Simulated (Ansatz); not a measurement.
The input, for Ansatz 0.2.0:

```yaml
crystal:
  periodic: [false, false, false]
  atoms:
    - {symbol: Si, position_ang: [0.000000, 0.000000, 0.000000]}
    - {symbol: P, position_ang: [0.000000, 0.000000, 2.233000]}
basis:
  gaussian: {orbitals: 6-31G}
total_charge: 1
magnetization: {spin_polarized: false}
correlation: {method: ccsd_t, electrons: outside_noble_gas}
output: {forces: true}
```

```sh
$ ansatz run in.yaml --threads 1 --pin off --events-out ev --progress --plain --max-ram 2393MiB
```

**Question.** Roughly how long does this take on 1 thread of Arm Neoverse V1, shared host, and how much host memory?

**Answer.** 0.88 s wall and 0.07 GiB.

```
280 factors; integrals over basis functions are off by at most 1.2e-4 eV
mean field evaluation 1: about -17115.3553 eV, gradient 2.7e1 eV
mean field evaluation 2: about -17115.3583 eV, gradient 2.7e1 eV
mean field evaluation 4: about -17119.0835 eV, gradient 2.1e0 eV
mean field evaluation 8: about -17119.1234 eV, gradient 1.8e-3 eV
mean field evaluation 16: about -17120.9354 eV, gradient 5.3e-1 eV
mean field evaluation 32: about -17119.1234 eV, gradient 2.3e-3 eV
mean field evaluation 64: about -17119.1234 eV, gradient 2.2e-6 eV
mean field evaluation 96: about -17120.0191 eV, gradient 4.0e0 eV
mean field evaluation 128: about -17120.9421 eV, gradient 5.6e-2 eV
mean field evaluation 160: about -17095.0893 eV, gradient 4.7e-2 eV
mean field evaluation 192: about -17112.4957 eV, gradient 9.5e0 eV
mean field evaluation 224: about -17113.9153 eV, gradient 1.8e-2 eV
mean field -17120.94209307 eV, -629.1830169290 hartree, gradient 2.4e-6 eV, S^2 0.000000; 12 other end points of the search recorded, 0 dependent functions left out; unrestricted orbitals would lower it
mean field evaluation 256: about -17121.8900 eV, gradient 8.6e-2 eV
determinant -17120.94209307 eV, -629.1830169290 hartree, with singles and doubles -17123.74549029 eV, -629.2860398767 hartree
determinant -17119.12341427 eV, -629.1161817158 hartree, with singles and doubles -17123.40296242 eV, -629.2734522094 hartree
determinant -17120.94209307 eV, -629.1830169290 hartree, with singles and doubles -17123.74967723 eV, -629.2861937438 hartree
determinant -17119.12341427 eV, -629.1161817158 hartree, with singles and doubles -17123.41759607 eV, -629.2739899864 hartree
10 core orbitals not correlated: weight in the atoms' cores, before any rotation towards them, 1.000 or more for the frozen orbitals, at most 0.000 for the correlated occupied ones
reference -17120.94209307 eV, -629.1830169290 hartree; 4, 4 occupied and 12, 12 virtual orbitals, 280 factors
second order -2.09786674 eV of doubles, -0.00000000 eV of singles
cycle   1  -2.80758122 eV  change    2.9e-6 eV  update   3.3e-6
cycle   2  -2.80757789 eV  change    3.3e-6 eV  update   2.2e-6
cycle   3  -2.80757805 eV  change   -1.6e-7 eV  update   6.1e-7
perturbative correction -0.11675675 eV, -0.0042907316 hartree
the calculation of the forces begins
Total energy: -17123.86642788 eV, -629.2904842509 hartree
Atom 0 at     0.000000     0.000000     0.000000 Å, force    -0.000000    -0.000000    -2.130091 eV/Å
Atom 1 at     0.000000     0.000000     2.233000 Å, force     0.000000     0.000000     2.130091 eV/Å
Dipole moment:    -0.000000     0.000000    -0.290213 e Å
```

Forces (eV/Å):
```
Si   0.000  0.000 -2.130
P    0.000  0.000  2.130
```

The T1 diagnostic is 0.037.
